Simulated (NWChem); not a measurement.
**Correlation energy of CH₂**

```xyz
3

C      0.0000     0.0000     0.1799
H      0.8622     0.0000    -0.5398
H     -0.8622     0.0000    -0.5398
```
Charge 0, spin multiplicity 1.

All runs are NWChem calculations. Structure: optimised with B3LYP/def2-SVP, a minimum by its harmonic frequencies.

Basis set: 3-21G. Each correlation energy counts from its own Hartree-Fock reference.

The correlated methods keep 1 core orbital frozen. The structure started from a generated list of species. No row is a measurement; the coupled-cluster row has its own basis-set and correlation limits.

Problem. For the correlation energy, MP2 gives -65.9 mHa and SCS-MP2 gives -72.3 mHa. What do CCSD, CCSD+T(CCSD), CCSD(T) give?

Solution. CCSD: -87.8 mHa; CCSD+T(CCSD): -89.4 mHa; CCSD(T): -89.4 mHa.
